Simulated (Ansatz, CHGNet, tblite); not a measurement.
**Ladder of methods for the lattice constant a of zinc-blende InSb**

Reference value: 6.468 Å (measured, static lattice: zero-point anharmonic expansion removed; as tabulated in Mejia-Rodriguez and Trickey (2018), arXiv:1807.09216).

```tsv
level (code)	value (Å)	error (%)
IPEA1-xTB (tblite)	6.513	+0.70
CHGNet 0.3.0	6.644	+2.72
LDA (Ansatz)	6.450	-0.28
PBE (Ansatz)	6.635	+2.58
PBE0 (Ansatz)	6.538	+1.08
```

Leaving aside IPEA1-xTB (doubt noted below): Closest of the ranked levels: LDA (-0.28 %). Farthest off among them: CHGNet 0.3.0 (+2.72 %). Of the ranked levels only LDA lands within 0.5 %.

Published values of wave-function and many-body methods: 6.463 Å (published RPA@PBE value, static lattice, standard PAW; Klimeš et al. (2015), arXiv:1508.02562).

IPEA1-xTB: this parameter set was refitted to ionisation energies, not structures. IPEA1-xTB, LDA, PBE: the gap of the solid is closed in this run. IPEA1-xTB: the run uses a supercell at the zone centre in place of a k mesh. Cutoffs and k meshes differ between the levels. Ansatz's density-functional and Hartree–Fock values are scalar-relativistic unless marked +SOC, with PAW data made under PBE.

Machine-learned potentials (CHGNet 0.3.0) are trained on DFT data: a solid inside that data is no test of them.

Differences are worked out from the printed values.

Ansatz is a first-principles code.
